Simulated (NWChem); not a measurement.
Correlation energy of NO (-1)

```xyz
2

N      0.0000     0.0000     0.6690
O      0.0000     0.0000    -0.5854
```
Charge -1, spin multiplicity 3.

The numbers come from NWChem runs, not from measurements. The geometry was optimised at UPBE0/def2-SVP, a minimum by its harmonic frequencies.

Basis set: def2-SVPD. Each correlation energy counts from its own Hartree-Fock reference.

The correlated methods keep 2 core orbitals frozen. The structure started from a generated list of species. The unpaired electrons of the parent sit in orbitals of symmetry b1 and b2 (C2v labels of the run); other states weren't searched. The anion's geometry comes from a basis without diffuse functions. The stability of the SCF solutions was not checked. Open-shell Hartree-Fock references start from PBE0 orbitals. Coupled-cluster values serve here as a point of comparison, not as the truth.

### Question
Order these methods by the correlation energy they give, lowest first: CCSD on ROHF, SCS-UMP2, CCSD on UHF, CCSD(T) on UHF.

### Answer
CCSD on ROHF (-354.7 mHa), CCSD(T) on UHF (-351.4 mHa), CCSD on UHF (-339.5 mHa), SCS-UMP2 (-310.1 mHa)
